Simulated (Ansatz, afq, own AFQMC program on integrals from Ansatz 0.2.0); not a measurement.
**C2H6BrGeO, doublet in def2-SVP, levels against AFQMC with the constraint released**

```xyz
11

C    -1.2709   -1.4815    0.9179
O    -0.3404   -0.9308    0.0255
Ge    0.4829    0.6313    0.2531
C     1.2163    1.0295   -1.5213
Br   -1.1684    2.2229    0.7739
H    -1.7949   -2.3026    0.4036
H    -0.7829   -1.9022    1.8157
H    -2.0245   -0.7434    1.2461
H     1.7075    2.0112   -1.5121
H     1.9387    0.2484   -1.7964
H     0.3795    1.0320   -2.2351
```

Basis def2-SVP. Only valence electrons are correlated. Ansatz 0.2.0 and our own AFQMC program on the same integrals; the CISD trial comes from CCSD amplitudes, and released means the phaseless constraint is let go. Uncertainties: one standard error, sampling alone. No spin–orbit coupling.

Determinant: UHF, the one that the program's search chose, which needn't be the lowest solution. The geometry is a PBE0/def2-SVP stationary point of this or a neighbouring charge and spin state.

No full CI on the walks' own integrals is used here. The released AFQMC energy serves as the reference, which it does only where one determinant dominates, the energy is flat over the last release times and near the phaseless one (40 meV or 2 meV an electron, half that with transition metals). On small molecules, where full CI could be run and the noise was under 10 meV, such values lay within 10 meV of it in 19 cases of 20, a flattering rate, since the rule was set on those same cases; what remains of the bias isn't in the error bar.

Cautions: no relativity below Rb; no spin-orbit coupling; inner d shell frozen; the released value is read at 0.90 1/Eh with a noise of 24 meV, more than in the cases checked (meV from the phaseless value at times in 1/Eh: -37 ± 18 at 0.21, -31 ± 17 at 0.42, -35 ± 14 at 0.63, -32 ± 24 at 0.90).

The T1 diagnostic is 0.0147, the weight of the determinant in the CISD state is 0.772 and the ⟨S²⟩ of the determinant is 0.758. The size of the correlated space is 31 electrons in 105 orbitals.

Reference: AFQMC with the constraint released, correlation energy -20.245 ± 0.024 eV.

```tsv
level	E − E(reference) (kcal/mol)	share of correlation (%)
HF	466.86 ± 0.56	0.00
MP2	47.26 ± 0.56	89.88
CCSD	14.75 ± 0.56	96.84
CCSD(T)	2.07 ± 0.56	99.56
ph-AFQMC/CISD	0.75 ± 0.64	99.84
```

Released energies are given only where the last usable release times agree within the noise; a slower fall can still hide under it.
